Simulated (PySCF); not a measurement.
ClO, optimised at PBE0/def2-TZVP:

```xyz
2

O      0.0042    -0.5757     0.5276
Cl    -0.0042     0.5757    -0.5276
```

Method: PySCF energies (xtb for GFN2) plus ideal-gas RRHO corrections (1 bar). 6-31G* has spherical d functions here. Open shells (unrestricted): ClO (multiplicity 2). GFN2 has no spin-polarisation term. Spin-orbit splitting is ignored; it lowers the true energy and changes the entropy of ClO. B3LYP is the form with VWN-RPA correlation.

Problem. List the harmonic frequencies (cm⁻¹, unscaled) at this level and at the other levels, each on its own geometry.

Solution. 
- PBE0/def2-TZVP: 898
- B3LYP/6-31G*: 828
- GFN2-xTB: 885
- PBE/def2-SVP: 839
